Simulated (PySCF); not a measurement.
Species: isothiocyanic acid, CHNS.
SMILES: `N=C=S`

The closed-shell ground state was solved at several levels (PySCF, density fitting, gas phase, non-relativistic). Geometry: PBE0-D3(BJ)/def2-SVP; no solvent, vibrations or thermal averaging.

```csv
level,basis functions,total energy (Eh),HOMO (eV),LUMO (eV),gap (eV),dipole (D)
B3LYP/def2-TZVP,105,-491.7079,-7.31,-1.29,6.02,2.05
B3LYP/6-31G*,48,-491.6283,-7.14,-1.01,6.13,2.39
PBE0/pcSseg-1,63,-491.3606,-7.60,-1.02,6.58,2.23
wB97X-D/def2-SVPD,75,-491.4111,-9.45,0.55,10.00,2.15
B3LYP/cc-pVTZ,108,-491.7087,-7.28,-1.22,6.06,2.11
wB97X-D/pcSseg-2,129,-491.6546,-9.38,0.65,10.03,2.19
```

Q: Estimate the row for B3LYP/aug-cc-pVTZ-J, a basis of 180 functions; the other rows only guide the guess.

A: Total energy -491.7197 Eh, HOMO -7.36 eV, LUMO -1.42 eV, gap 5.94 eV, dipole 1.97 D.

Q: Over all these levels, which gives the widest orbital gap and which the narrowest?

A: wB97X-D/pcSseg-2 (range-separated hybrid) has the widest, 10.03 eV, and B3LYP/aug-cc-pVTZ-J (global hybrid, 20 % exact exchange) the narrowest, 5.94 eV. Functional and basis both differ between the two, so the spread mixes both effects.

Q: How much does the basis alone move the frontier levels among the 4 B3LYP rows (the withheld one included)?

A: The HOMO by 0.22 eV and the LUMO by 0.41 eV. By rising basis size (HOMO, LUMO in eV): 6-31G* -7.14, -1.01; def2-TZVP -7.31, -1.29; cc-pVTZ -7.28, -1.22; aug-cc-pVTZ-J -7.36, -1.42.

Q: How far do the dipole and the HOMO energy spread over the levels?

A: The dipole runs from 1.97 to 2.39 D (mean 2.16 D) and the HOMO from -9.45 to -7.14 eV.

wB97X-D is run here without its empirical dispersion term; that term would change no orbital, density or response property at a fixed geometry.
